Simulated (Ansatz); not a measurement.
# BNH2 (SMILES B[N]): UCCSD(T)/STO-3G

Aim: the energy change on altering one bond length of BNH2 at UCCSD(T)/STO-3G, from 2 runs. 

The results are computed with Ansatz 0.2.0.

50 further runs of the same task are left out: 50 set aside as unsound or not needed.

### 1 The system as given

BNH2: 4 atoms, total charge 0, spin state triplet. SMILES: `B[N]`. Geometry: relaxed at GFN2-xTB.

Bond lengths: B1–N2 1.312 Å, B1–H3 1.184 Å, B1–H4 1.184 Å. Angles: N2–B1–H3 118.7°, N2–B1–H4 118.7°, H3–B1–H4 122.6°.

### 2 The energy at UCCSD(T)/STO-3G

Input file job.yaml:

```yaml
basis:
  gaussian:
    orbitals: STO-3G
crystal:
  periodic: [false, false, false]
  atoms:
    - symbol: B
      position_ang: [-0.035750, 0.006580, -0.023930]
    - symbol: N
      position_ang: [1.041780, -0.191660, 0.697680]
    - symbol: H
      position_ang: [-1.056920, -0.473990, 0.334600]
    - symbol: H
      position_ang: [0.050890, 0.659060, -1.008340]
magnetization:
  spin_polarized: true
  initial_magnetization: 2
correlation:
  method: ccsd_t
  frozen_orbitals: {B: 1, H: 0, "N": 1}
accuracy: high
scf:
  omitted_lower_state_checks: [cluster_reference, increment]
```

Launch:

```console
$ ansatz run job.yaml --threads 1 --pin off --max-ram 2610MiB --events-out events.jsonl --progress --plain --runs-dir runs
```

Log (excerpt; [...] marks lines left out):

```text
Warning: RAYON_NUM_THREADS=1 ignored (pool sized by the plan → 1); use --threads N
Functional definition: HF
  name "HF"
[...]
188 factors; integrals over basis functions are off by at most 8.2e-9 eV
[...]
mean field -2154.79284487 eV, -79.1871764778 hartree, gradient 7.9e-8 eV, S^2 2.006202; 4 other end points of the search recorded, 0 dependent functions left out
2 core orbitals not correlated: weight in the atoms' cores, before any rotation towards them, 1.000 or more for the frozen orbitals, at most 0.000 for the correlated occupied ones
reference -2154.79284487 eV, -79.1871764778 hartree; 6, 4 occupied and 4, 6 virtual orbitals, 188 factors
second order -1.24546574 eV of doubles, -0.00000000 eV of singles
cycle   1  -1.58163412 eV  change   -3.4e-1 eV  update   4.9e-2
[...]
cycle  26  -1.80622349 eV  change   3.9e-10 eV  update  1.8e-10
perturbative correction -0.02473704 eV, -0.0009090696 hartree
Total energy: -2156.62380540 eV, -79.2544630363 hartree
Checks for a lower state left out: cluster_reference, increment
```

Run time: 0.32 s. Hardware: 1 thread of Arm Neoverse V1, shared host.

### 3 The distorted shape, same level

Input file input.yaml:

```yaml
crystal:
  periodic: [false, false, false]
  atoms:
    - {symbol: B, position_ang: [-0.057407, -0.156521, 0.222144]}
    - {symbol: N, position_ang: [1.020123, -0.354761, 0.943754]}
    - {symbol: H, position_ang: [-1.078577, -0.637091, 0.580674]}
    - {symbol: H, position_ang: [0.050890, 0.659060, -1.008340]}
basis:
  gaussian: {orbitals: STO-3G}
total_charge: 0
magnetization: {spin_polarized: true, initial_magnetization: 2}
correlation: {method: ccsd_t, frozen_orbitals: {B: 1, H: 0, "N": 1}}
accuracy: high
scf: {omitted_lower_state_checks: [cluster_reference, increment]}
```

Launch:

```console
$ ansatz run input.yaml --threads 1 --pin off --max-ram 2610MiB --events-out events.jsonl --progress --plain --runs-dir runs
```

Log (excerpt; [...] marks lines left out):

```text
Warning: RAYON_NUM_THREADS=1 ignored (pool sized by the plan → 1); use --threads N
[... 2 set-up lines as earlier in the session ...]
[...]
187 factors; integrals over basis functions are off by at most 1.1e-8 eV
[...]
mean field -2153.64946782 eV, -79.1451581463 hartree, gradient 1.6e-8 eV, S^2 2.018216; 5 other end points of the search recorded, 0 dependent functions left out
2 core orbitals not correlated: weight in the atoms' cores, before any rotation towards them, 1.000 or more for the frozen orbitals, at most 0.000 for the correlated occupied ones
reference -2153.64946782 eV, -79.1451581463 hartree; 6, 4 occupied and 4, 6 virtual orbitals, 187 factors
second order -1.42431124 eV of doubles, -0.00000000 eV of singles
cycle   1  -1.83297812 eV  change   -4.1e-1 eV  update   5.9e-2
[...]
cycle  31  -2.14238042 eV  change   -1.0e-9 eV  update  7.1e-10
perturbative correction -0.03230563 eV, -0.0011872099 hartree
Total energy: -2155.82415387 eV, -79.2250763845 hartree
Checks for a lower state left out: cluster_reference, increment
```

Run time: 0.18 s. Hardware: 1 thread of Arm Neoverse V1, shared host.

### 4 What came out

At UCCSD(T)/STO-3G, 2 core orbitals frozen:

```
                                                         quantity         value
                                        first shape: total energy  -79.25446 Eh
         first shape: correlation energy (2 core orbitals frozen)     -67.3 mEh
                                      first shape: (T) correction     -0.91 mEh
                   first shape: ⟨S²⟩ of the reference determinant         2.006
                                       first shape: T1 diagnostic         0.017
                                    distorted shape: total energy  -79.22508 Eh
     distorted shape: correlation energy (2 core orbitals frozen)     -79.9 mEh
                                  distorted shape: (T) correction     -1.19 mEh
               distorted shape: ⟨S²⟩ of the reference determinant         2.018
                                   distorted shape: T1 diagnostic         0.020
energy change with the B1–H4 bond stretched from 1.184 to 1.480 Å      0.800 eV
```

With the B1–H4 bond stretched from 1.184 to 1.480 Å the energy rises by 0.80 eV (77.2 kJ/mol). The first shape isn't relaxed at this level, so the change isn't measured from a minimum. The minimal basis adds a large error of its own. The triples (first shape) make up 1.4 % of the correlation energy. The triples (distorted shape) make up 1.5 % of the correlation energy.
